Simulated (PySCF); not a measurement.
# How methods differ on the electron affinity of Al

Al⁻ [Ne] 3s2 3p2 (3P) → Al [Ne] 3s2 3p1 (2P), as a difference of total energies. Calculation: PySCF 2.14, in aug-cc-pCVTZ-DK with one added diffuse shell each of s, p, d, f type (9s8p6d4f, 91 functions); scalar relativity by spin-free X2C-1e. Correlated levels: nothing frozen. The calculations carry no spin-orbit coupling.

```csv
method,electron affinity (eV)
UHF,0.012
MP2 (all electrons),0.348
SCS-MP2 (all electrons),0.249
CCSD (all electrons),0.360
CCSD(T) (all electrons),0.408
```

Errors of the correlated levels include the incompleteness of this basis.

Q: Which method comes closest to the reference value, and which is furthest?

A: The reference is 0.433 eV (measured; photodetachment measurements, as compiled on the Wikipedia data page of electron affinities). Closest: CCSD(T) (all electrons) (error -0.025 eV); furthest: UHF (error -0.421 eV).
